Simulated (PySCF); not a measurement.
# Structure from NMR data

Molecular formula: CH₂F₃N. Simulated spectra:

¹H NMR (400 MHz, computed): δ 2.04 (br s, 2H).

¹³C{¹H} NMR (computed): δ 129.2 (C, q, J = 328.8 Hz).

[PySCF: spin–spin couplings from B3LYP/pcJ-1; geometry from PBE0-D3(BJ)/def2-SVP; NMR shieldings at PBE0/pcSseg-1/GIAO; one computed conformer; non-relativistic Hamiltonian; equivalent nuclei averaged; no solvent]

Scale: ¹H (σ = 31.27 ppm), ¹³C (σ = 184.41 ppm) against TMS (reference shieldings calculated alike).

Question: Propose a structure and justify it.

Answer: 
1. Rings plus π bonds: 0.
2. Carbon types of the structure: 1 × C, leaving 2 H on heteroatoms.
3. δC 129.2: CF3 carbon; 4 electronegative neighbours deshield it.
4. δH 2.04: hydrogen on an amine nitrogen; exchangeable; this is the value without hydrogen bonding to other molecules.

The compound is SMILES NC(F)(F)F.

This is the structure that produced the data.

The OH or NH signal is concentration- and solvent-dependent in practice; the value given is the gas-phase one. Common functionals overestimate the size of one-bond C–F couplings by tens of Hz; these are unscaled. Shifts are as computed. Against solution values, carbons near 30 ppm lie about +2 ppm off and those near 130 ppm about +5 ppm. Of 1211 compounds with measured shifts, 218 miss one by over three times the rms of a fit or turn the order of signals round; such compounds aren't used in these exercises.
